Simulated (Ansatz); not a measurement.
**Sr: from a trial structure to a relaxed crystal**

Level of theory: Ansatz 0.2.0, DFT r2SCAN, scalar-relativistic, plane waves, PAW. Cutoff 500 eV, Γ-centred k mesh, Gaussian smearing, no spin polarisation in the final step.

Sr was placed on the beta-tungsten (A15) structure type (Pm-3n, No. 223), at a guessed volume.

```yaml
crystal:
  lattice:
    - [7.73751, 0.00000, 0.00000]
    - [0.00000, 7.73751, 0.00000]
    - [0.00000, 0.00000, 7.73751]
  atoms:
    - { symbol: Sr, position: [0.50000, 0.50000, 0.50000] }
    - { symbol: Sr, position: [0.00000, 0.00000, 0.00000] }
    - { symbol: Sr, position: [0.25000, 0.00000, 0.50000] }
    - { symbol: Sr, position: [0.50000, 0.25000, 0.00000] }
    - { symbol: Sr, position: [0.50000, 0.75000, 0.00000] }
    - { symbol: Sr, position: [0.75000, 0.00000, 0.50000] }
    - { symbol: Sr, position: [0.00000, 0.50000, 0.75000] }
    - { symbol: Sr, position: [0.00000, 0.50000, 0.25000] }
```

Cell and atoms relax at zero pressure; the relaxation can't lower the symmetry of the start.

Energies count from the standard state of Sr at the same level.

(1) Which crystal results?

(2) What are its volume, energy, density and gap?

## Answers

(1) It keeps Pm-3n (No. 223). The result has the beta-tungsten (A15) structure. Conventional cell: a = 7.684 Å. Sr on Wyckoff site a (2 atoms of the primitive cell) is coordinated by 12 Sr at 4.30 Å; Sr on Wyckoff site c (6 atoms of the primitive cell) has 2 Sr at 3.84 Å, 4 Sr at 4.30 Å and 8 Sr at 4.71 Å.

```xyz
8
Lattice="7.6843 0.0000 0.0000 0.0000 7.6843 0.0000 0.0000 0.0000 7.6843" Properties=species:S:1:pos:R:3 pbc="T T T"
Sr    3.8421    3.8421    3.8421
Sr    0.0000    0.0000    0.0000
Sr    1.9211    0.0000    3.8421
Sr    3.8421    1.9211    0.0000
Sr    3.8421    5.7632    0.0000
Sr    5.7632    0.0000    3.8421
Sr    0.0000    3.8421    5.7632
Sr    0.0000    3.8421    1.9211
```

(2) The volume per atom is 56.72 Å³. The density is 2.57 g/cm³ and the energy over the standard structure is 0.03 eV/atom. The gap on the 6×6×6 mesh is 0 eV (a metal).

The final run used a 6×6×6 mesh on its 8-atom cell and 0.10 eV smearing. For metals, differences of a few meV/atom aren't resolved. Symmetry constrained the relaxation, so the result can be a saddle point.